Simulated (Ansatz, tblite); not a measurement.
**The cluster Pd₂O+: rung by rung**

An exercise on one series of results from a longer session: the logs are not shown, and one member is left open.

Method: as each input shows; program: Ansatz 0.2.0, Gaussian basis.

Levels to be run: GFN1-xTB, GFN2-xTB, PBE-D4/def2-TZVP, r2SCAN-D4/def2-TZVP, LC-ωPBE/def2-TZVP, B3LYP-D4/def2-TZVP, ωB97M-V/def2-TZVP, CAM-B3LYP-D4/def2-TZVP, LDA/def2-TZVP, PBE+5HF/def2-TZVP, PBE+10HF/def2-TZVP, PBE+15HF/def2-TZVP, PBE+35HF/def2-TZVP, PBE+50HF/def2-TZVP, PBE-D4/def2-SVP, PBE0-D4/def2-SVP, CCSD(T)/def2-TZVPP, MP2/def2-TZVP, RPA/def2-TZVP.

### The structure

The geometry is that of the doublet, from an earlier relaxation (PBE-D4/def2-TZVP). At that level it is the lowest of the isomers that a small search found.

3 atoms, charge 1, spin multiplicity 2.

Bond lengths: Pd1–O3 1.854 Å, Pd2–O3 1.854 Å. Angles: Pd1–O3–Pd2 179.9°.

Pd takes a core potential in the def2 sets. No spin-orbit coupling is included. The ion is computed in the gas phase, without counter-ions or solvent.

PBE0-D4/def2-TZVP was run before; its log isn't repeated, and its numbers join the tables.

The first run:

Tight binding, by tblite at 300 K electronic temperature and without a spin-polarisation term:

```python
tblite.interface.Calculator('GFN1-xTB', numbers, positions, charge=1, uhf=1).singlepoint()
```

Tight binding, by tblite at 300 K electronic temperature and without a spin-polarisation term:

```python
tblite.interface.Calculator('GFN2-xTB', numbers, positions, charge=1, uhf=1).singlepoint()
```

start.molden holds the orbitals of an earlier run on this state, given as this run's starting guess.

File in.yaml:

```yaml
crystal:
  periodic: [false, false, false]
  atoms:
    - {symbol: Pd, position_ang: [-1.845893, -0.025665, -0.167106]}
    - {symbol: Pd, position_ang: [1.845804, 0.026596, 0.168096]}
    - {symbol: O, position_ang: [0.000099, -0.000920, -0.000990]}
basis:
  gaussian: {orbitals: def2-TZVP, initial_orbitals: start.molden}
total_charge: 1
magnetization: {spin_polarized: true, initial_magnetization: 1}
hamiltonian: {xc: pbe, dispersion: d4}
scf: {omitted_lower_state_checks: [starts]}
output: {orbitals: {seedname: orbitals}}
```

The run is started by

```sh
ansatz run in.yaml --threads 4 --pin off --events-out ev --progress --plain --max-ram 3916MiB
```

Among the steps run: PBE-D4/def2-TZVP; r2SCAN-D4/def2-TZVP; LC-ωPBE/def2-TZVP; B3LYP-D4/def2-TZVP; ωB97M-V/def2-TZVP; CAM-B3LYP-D4/def2-TZVP; LDA/def2-TZVP; PBE+5HF/def2-TZVP; PBE+10HF/def2-TZVP; PBE+15HF/def2-TZVP; PBE+35HF/def2-TZVP; PBE+50HF/def2-TZVP; PBE-D4/def2-SVP; PBE0-D4/def2-SVP; CCSD(T)/def2-TZVPP; MP2/def2-TZVP; RPA/def2-TZVP.

One table of the session follows, with a row left open; its other results are not shown here.

```
                 level  HOMO (eV)  LUMO (eV)  gap (eV)
         LDA/def2-TZVP     -10.95     -10.83      0.12
       PBE-D4/def2-SVP     -10.68     -10.37      0.31
      PBE-D4/def2-TZVP     -10.67     -10.35      0.31
   r2SCAN-D4/def2-TZVP     -10.80     -10.14      0.66
    B3LYP-D4/def2-TZVP     -11.55      -9.32      2.22
      PBE0-D4/def2-SVP     -11.64      -8.74      2.90
     PBE0-D4/def2-TZVP     -11.67      -8.74      2.93
CAM-B3LYP-D4/def2-TZVP     -13.18      -7.64      5.54
     LC-ωPBE/def2-TZVP     -14.34      -6.27      8.07
     ωB97M-V/def2-TZVP          ?          ?         ?
     PBE+5HF/def2-TZVP     -10.89     -10.17      0.73
    PBE+10HF/def2-TZVP     -11.13      -9.98      1.15
    PBE+15HF/def2-TZVP     -11.36      -9.74      1.62
    PBE+35HF/def2-TZVP     -12.30      -8.08      4.23
    PBE+50HF/def2-TZVP     -13.27      -7.04      6.23
```

Estimate the missing values for ωB97M-V/def2-TZVP.

**Answer.** HOMO (eV): -14.12; LUMO (eV): -6.58; gap (eV): 7.54. In the column «HOMO (eV)» it lies between LC-ωPBE/def2-TZVP (-14.34) and PBE+50HF/def2-TZVP (-13.27).

Caveats from the session: Doubts: state flagged by the program, spin contamination. Notes on CCSD(T)/def2-TZVPP: spin contamination, state flagged by the program.
